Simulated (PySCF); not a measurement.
**Phosphorus: a sound run and one with changed settings**

Sound run: P [Ne] 3s2 3p3, P⁺ [Ne] 3s2 3p2. Computed with PySCF 2.14 in cc-pVDZ-DK (4s3p1d, 18 functions), with scalar relativity by spin-free X2C-1e. In the sound run the correlated levels freeze [Ne]. The sound run starts from symmetry-adapted Hartree-Fock orbitals and uses a fine grid where one is needed.

Changed run: no relativity, point nucleus. This setting is unsound on purpose.

```tsv
species	method	sound run (hartree)	changed run (hartree)	converged
P	UHF	-341.52339	-340.52923	yes
P	M06-2X	-342.06281	-341.06907	yes
P	r2SCAN	-342.05469	-341.06112	yes
P	MP2	-341.58688	-340.59270	yes
P	CCSD(T)	-341.60560	-340.61147	yes
P⁺	UHF	-341.15877	-340.16394	yes
P⁺	M06-2X	-341.68458	-340.69004	yes
P⁺	r2SCAN	-341.66386	-340.66956	yes
P⁺	MP2	-341.20817	-340.21335	yes
P⁺	CCSD(T)	-341.22954	-340.23481	yes
```

Ionisation energy of P:

| method | sound run (eV) | changed run (eV) |
| --- | --- | --- |
| UHF | 9.922 | 9.940 |
| M06-2X | 10.292 | 10.314 |
| r2SCAN | 10.635 | 10.655 |
| MP2 | 10.305 | 10.323 |
| SCS-MP2 | 10.165 | 10.183 |
| CCSD | 10.231 | 10.247 |
| CCSD(T) | 10.233 | 10.249 |

Most of the change in total energy is the relativistic energy itself. On top of that the contraction fixes the core shape for the Hamiltonian it was made with, so the changed run is not a good calculation with the other Hamiltonian either.

For comparison, NIST gives 10.487 eV between the lowest levels.
